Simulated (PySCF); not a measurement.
# C3H5F3: the cost of one run

Programs: PySCF 2.14.0, with density-fitted response routines of our own. Each step states its level of theory. These are calculated values for one molecule in the gas phase, unless marked as measured. Atoms count from 0, in the outputs and in this text.

## 1. The molecule as given

11 atoms, charge 0, multiplicity 1; geometry from: MMFF94s. The atoms were then displaced at random by about 0.03 Å, so the start is not that level's minimum.

Bonds of the start (Å): C0–C1 1.42, C1–C2 1.48, C2–F3 1.35, C2–F4 1.40, C2–F5 1.39, C0–H6 1.12, C0–H7 1.18, C0–H8 1.11, C1–H9 1.12, C1–H10 1.07.

## 2. Optimising the geometry at PBE0-D3(BJ)/def2-SVP

Job settings and geometry (Å):

```
{"job": {"xc": "PBE0", "basis": "def2-SVP", "d3": "d3bj", "grid": 1, "shake": 0.03, "kind": "geom"}, "charge": 0, "multiplicity": 1}
C     -1.196230     0.157770     0.399570
C     -0.052100    -0.640270     0.110980
C      1.161730     0.195030    -0.047490
F      1.224520     1.082990    -1.055980
F      2.280880    -0.612070    -0.291900
F      1.464910     0.917290     1.096590
H     -1.112780     0.796210     1.316440
H     -1.380880     0.959400    -0.445030
H     -2.154690    -0.376780     0.540420
H      0.082620    -1.351810     0.965440
H     -0.219910    -1.213270    -0.773220
```

Command:

```
$ OMP_NUM_THREADS=1 python probes_run.py task.json out
```

This one command runs all jobs of the session in turn.

Q: Estimate the wall time and peak memory of this first job on 1 thread of Arm Neoverse N1, shared host.

About 63 s, with a peak of 0.44 GiB.
